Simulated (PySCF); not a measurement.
## 1-hexyne: calculation against experiment

**The experiment to reproduce.**

NIST CCCBDB Release 22 (SRD 101), experimental polarizabilities lists, for the gas: mean polarisability 10.9 Å³.

The runs below try to reproduce these values; the comparison stands at the end.

Species: 1-hexyne, C6H10.
SMILES with atom numbers: `[CH:1]#[C:2][CH2:3][CH2:4][CH2:5][CH3:6]` (hydrogens: H7 on C1; H8, H9 on C3; H10, H11 on C4; H12, H13 on C5; H14, H15, H16 on C6)

Cartesian coordinates in Å at the PBE0-D3(BJ)/def2-SVP level; atoms count from 1:
```xyz
16
C6H10 angstrom
C      2.9541    1.1321   -0.1565
C      2.2235    0.1690   -0.0770
C      1.3304   -0.9807    0.0099
C     -0.1048   -0.6834   -0.4363
C     -0.8173    0.3428    0.4327
C     -2.2275    0.6518   -0.0438
H      3.6073    1.9819   -0.2232
H      1.3260   -1.3484    1.0512
H      1.7485   -1.7993   -0.5997
H     -0.6699   -1.6312   -0.4314
H     -0.0905   -0.3362   -1.4834
H     -0.8471   -0.0242    1.4740
H     -0.2185    1.2690    0.4562
H     -2.7223    1.3879    0.6076
H     -2.8552   -0.2540   -0.0585
H     -2.2212    1.0638   -1.0657
```

The PySCF runs (gas phase, on this PBE0-D3(BJ)/def2-SVP geometry; no spin–orbit coupling):

```csv
level,job,basis functions
wB97X-D/def2-SVPD,"6 singlets by full TDDFT, polarisability, dynamic polarisability",200
```

**Comparison with experiment**

**Mean polarisability.** Measured: 10.9 Å³ (NIST CCCBDB Release 22 (SRD 101), experimental polarizabilities).

```
            level  computed (Å³)  computed − measured (Å³)  % (from the printed values)
wB97X-D/def2-SVPD          10.68                     -0.22                           -2
```

The computed values are static and purely electronic, with core orbitals frozen in the response (1 au = 0.148185 Å³). The table of measured values doesn't say here whether a value is static or optical, or holds a vibrational part. The measurement averages over conformers, the calculation has one.

The geometry is computed, not the measured one. Where a level misses, the cause wasn't examined.
